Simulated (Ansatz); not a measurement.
**How methods differ on SiH2F2 (SiF2H2)**

SiH2F2 has 5 atoms, charge 0, and is taken as a singlet. SMILES: `[H][Si]([H])(F)F`. The shape is that of a GFN2-xTB optimisation.

Quantity: the vertical energy of the triplet above the singlet, in eV. The values are calculated.

```tsv
level	kind	program	value (eV)	less FCI/STO-3G	CPU time (all runs)
BLYP/STO-3G	GGA	Ansatz	9.86	-0.98	5.9 s
PBE0/STO-3G	global hybrid	Ansatz	10.73	-0.11	4.9 s
CAM-B3LYP/STO-3G	range-separated hybrid	Ansatz	10.85	+0.01	6.1 s
HSE06/STO-3G	range-separated hybrid	Ansatz	10.73	-0.11	6.2 s
wB97M-V/STO-3G	range-separated hybrid	Ansatz	11.05	+0.21	63 s
wB97X/STO-3G	range-separated hybrid	Ansatz	10.97	+0.13	23 s
RPA@PBE/STO-3G	RPA	Ansatz	9.97	-0.87	11 s
CCSDT(Q)/STO-3G	coupled cluster or CI	Ansatz	10.86	+0.02	5.7 s
FCI/STO-3G	exact in the basis	Ansatz	10.84	0.00	16 s
```

FCI/STO-3G is exact within its basis and frozen core, so for wave-function methods in that basis the difference is their error; functionals converge differently with the basis, so for them it is only a difference. The values span 9.86 to 11.05 eV. A triplet this far above the singlet is often a Rydberg-like or dissociative state; sets without diffuse functions put Rydberg states too high. All rows use very small basis sets, so even the best lies far from the true value. CPU times are rough (shared hosts, several kinds of processor): they show what a rung costs within a factor of a few.
